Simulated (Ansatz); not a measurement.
Process, species as SMILES: ClB(Cl)Cl → B atom + 3 Cl atom
B3LYP-D3(BJ)/def2-TZVP geometries, fixed; electronic energies without zero-point terms.

Effect of a fitting basis named in the input at HF/aug-cc-pV(T+d)Z with Ansatz (a first-principles code), against the last row, where the atomisation energy is 243.94 kcal/mol. Open shells are unrestricted. The default fits or decomposes integrals by the program's own choice; accuracy: high also tightens integrals, grids and stops.

```csv
setting,largest shift of a total energy (mEh),shift of the atomisation energy (kcal/mol)
fitting: def2-SV(P)-JKFIT,0.071,-0.073
fitting: def2-universal-JKFIT,0.071,-0.073
fitting: cc-pVTZ-JKFIT,0.109,-0.087
fitting: cc-pVQZ-JKFIT,0.016,-0.032
fitting: cc-pV5Z-JKFIT,0.013,-0.029
accuracy: high,-0.042,0.000
accuracy: medium (default),0.000,0.000
```

Within 0.02 kcal/mol in the atomisation energy: accuracy: high. The largest shift is 0.109 mEh in a total energy and 0.087 kcal/mol in the difference.
